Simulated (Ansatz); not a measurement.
# SiNHO (singlet): from Hartree-Fock to the top rungs, cc-pVDZ

An exercise on one series of results from a longer session: the logs are not shown, and one member is left open.

Program: Ansatz 0.2.0, Gaussian basis. Level of theory: cc-pVDZ, core rule «outside noble gas», up to 7 orbitals frozen. These are calculated values, not measurements.

The runs, in order: UHF; CCSD(T) on RHF; CCSD(T) on UHF; BCCD(T) on RHF; CISD; CCSDT(Q) on RHF; CCSDT(Q) on UHF.

18 further runs of the same task are left out: 1 for a known fault of the program, 4 that didn't finish, 13 set aside as unsound or not needed.

### The geometry

The geometry is a PBE0/def2-TZVP stationary point (not a proven minimum).

4 atoms, charge 0, spin multiplicity 1.

Atoms are counted from 1 here; the program's logs count them from 0.

Bond lengths: N1–O2 1.335 Å, N1–H4 1.025 Å, O2–Si3 1.558 Å. Angles: O2–N1–H4 102.7°, N1–O2–Si3 169.5°.

Set-up of the first run:

File in.yaml:

```yaml
crystal:
  periodic: [false, false, false]
  atoms:
    - {symbol: N, position_ang: [0.000000, -0.143210, 1.718396]}
    - {symbol: O, position_ang: [0.000000, 0.058390, 0.398268]}
    - {symbol: Si, position_ang: [0.000000, 0.009037, -1.158961]}
    - {symbol: H, position_ang: [0.000000, 0.811436, 2.092278]}
basis:
  gaussian: {orbitals: cc-pVDZ}
magnetization: {spin_polarized: true, initial_magnetization: 0}
hamiltonian: {xc: hf}
output: {orbitals: {seedname: orbitals}}
```

Run with:

```sh
$ ansatz run in.yaml --threads 1 --pin off --events-out ev --progress --plain --max-ram 2393MiB
```

Among the steps run: UHF; CCSD(T) on RHF; CCSD(T) on UHF; BCCD(T) on RHF; CISD; CCSDT(Q) on RHF; CCSDT(Q) on UHF.

One table of the session follows, with a row left open; its other results are not shown here.

It belongs to the step «Misses and costs». 

```
   method  from RCCSDT(Q) (meV)
      RHF              +13718.1
      UHF              +12297.7
     RMP2               +1176.6
     UMP2               +1882.9
     CISD               +2486.4
    RCCSD                +856.3
    UCCSD                +814.1
 RCCSD(T)                +136.4
 UCCSD(T)                +349.8
  BCCD(T)                +168.0
   RCCSDT                +133.7
   UCCSDT                +148.9
RCCSDT(Q)                     0
UCCSDT(Q)                     ?
```

Estimate the missing values for UCCSDT(Q).

**Answer.** from RCCSDT(Q) (meV): +2.3. In the column «from RCCSDT(Q) (meV)» it lies between RCCSDT(Q) (0) and RCCSDT (+133.7).

With the free atoms at the same levels and basis (separate runs), the atomisation energy is 9.446 eV at RCCSDT(Q), 9.331 eV at RCCSD(T), 9.117 eV at UCCSD(T), 3.101 eV at RHF.

To keep in mind: The determinant is far from a pure spin state, so its energy mixes those of several spin states (harmless only where they are near-degenerate, as at dissociation). Warnings: restricted reference is unstable; spin contamination; large T1 diagnostic. Restricted and unrestricted rows rest on different reference determinants; where their highest levels disagree by more than a few hundredths of an eV, they describe different states and don't form one ladder.
